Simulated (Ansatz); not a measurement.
Run this with Ansatz 0.2.0 through its Python package and show what comes out.

`h3ssi.xyz`
```text
5

Si   -0.08670   -0.02810   -0.00810
S     1.93660   -0.36120    0.24770
H    -0.93330   -0.66440    1.04010
H    -0.48680   -0.49260   -1.34770
H    -0.38000    1.47260    0.02660
```

`relaxed_scan.py`:
```python
"""One bond of H3SSi held at set lengths while the rest relaxes."""

import ansatz as az
import numpy as np

mol = az.Crystal.molecule_from_extxyz("h3ssi.xyz")

setup = (
    mol.calculation()
    .basis(gaussian="def2-SVP")
    .functional("b3lyp", dispersion="d3bj")
    .spin("collinear", total=1)
)
symbols = [site.symbol for site in mol.cartesian_sites]
pairs = [(0, 1), (0, 2), (0, 3), (0, 4)]
print("held (A)   E (eV)        ", "  ".join(f"{symbols[i]}{i}-{symbols[j]}{j}" for i, j in pairs))
for length in [1.37, 1.49, 1.61, 1.79, 2.01]:
    summary = setup.relax(constraints=[az.DistanceConstraint((0, 2), at=length)], force_tolerance=0.02, max_steps=60).run().report
    xyz = np.array(summary["positions_ang"])
    print(f"{length:6.2f} {summary['free_energy_ev']:14.5f}  ", "  ".join(f"{np.linalg.norm(xyz[i] - xyz[j]):.3f}" for i, j in pairs))
```

```console
$ python relaxed_scan.py
held (A)   E (eV)         Si0-S1  Si0-H2  Si0-H3  Si0-H4
DeckWarning: relax.constraints: the input's atoms, or those drawn, lie off the distances that are held; a relaxation that starts there is brought onto them ahead of its first SCF, by positions alone, [...]
  1.37   -18756.28070   2.147  1.370  1.494  1.494
  1.49   -18756.43812   2.143  1.490  1.490  1.495
  1.61   -18756.34415   2.136  1.610  1.490  1.490
  1.79   -18755.96650   2.119  1.790  1.489  1.489
  2.01   -18755.38506   2.082  2.010  1.487  1.487
```
(Warnings from the package without file and line, shortened, repeats left out.)

Total energies depend on the basis set; only differences at equal settings carry meaning. The energies are electronic: no zero-point or thermal terms, and the basis set is short of its limit. The species is open-shell (spin multiplicity 2). b3lyp holds the VWN-RPA fit, as in Gaussian; the form of ORCA and Turbomole is b3lyp5. The whole script took 94 s on 1 thread of Arm Neoverse V1 (shared host), peak memory 0.2 GiB.
